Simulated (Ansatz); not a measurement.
Correlation energies of `[O-]O` by basis set

```xyz
3

O    -0.620    0.894   -0.057
O     0.498   -0.065   -0.195
H     0.122   -0.828    0.252
```

Total charge -1; spin multiplicity 1. The geometry is a stationary point of PBE0-D4/def2-TZVPD. Frozen core, restricted reference, Ansatz. CBS rows extrapolate triple and quadruple zeta.

```json
{"basis": "def2-SVPD", "HF (Eh)": "-150.04723", "MP2 corr.": "-0.41599"}
{"basis": "def2-TZVPPD", "HF (Eh)": "-150.22495", "MP2 corr.": "-0.50792"}
{"basis": "def2-QZVPPD", "HF (Eh)": "-150.23054", "MP2 corr.": "-0.54593"}
```

Problem. Estimate the CCSD correlation energy and the (T) correction in each basis where they were run (hartree).

Solution. 
| basis | CCSD corr. | (T) |
| --- | --- | --- |
| def2-SVPD | -0.42429 | -0.01459 |
| def2-TZVPPD | -0.51017 | -0.02183 |
| def2-QZVPPD | -0.54305 | -0.02435 |
| CBS(def2) | -0.56741 | -0.02621 |
